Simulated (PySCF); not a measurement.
**Spin states of OH**

Unrestricted PBE0; PySCF, no relativity, basis sets H pcseg-2, O pcseg-2. Outer shells of the fragments: H 1s1; O 2s2 2p4.

Followed along the bond (rough minima from three points):

| 2Ms+1 | unpaired | ⟨S²⟩ at the start | R at minimum (Å) | Te (eV) |
| --- | --- | --- | --- | --- |
| 2 | π ↑ | 0.75 | 0.97 | 0.00 |
| 4 | σ ↑, π ↑↑ | 3.75 | none in the scan | ≤ 6.85 |

Solutions found at the starting distance of 0.920 Å, counted from the lowest of them; the search is not exhaustive and high or unbound solutions are not listed, so other states can lie among these:

```tsv
2Ms+1	unpaired	term	E (eV)	⟨S²⟩	⟨Lz²⟩	μ (D)
2	π ↑	²Π	0.00	0.75	1.01	-1.70
4	σ ↑, π ↑↑	⁴Σ⁻	7.98	3.75	0.00	2.99
```

A term symbol is given only where ⟨S²⟩ and ⟨Lz²⟩ are close to those of a pure state; real π, δ and φ orbitals otherwise mix terms. A positive dipole means H(−)O(+).

Counting both spins, an empty level lies below a filled one in some of these solutions, because spin and occupation are held.
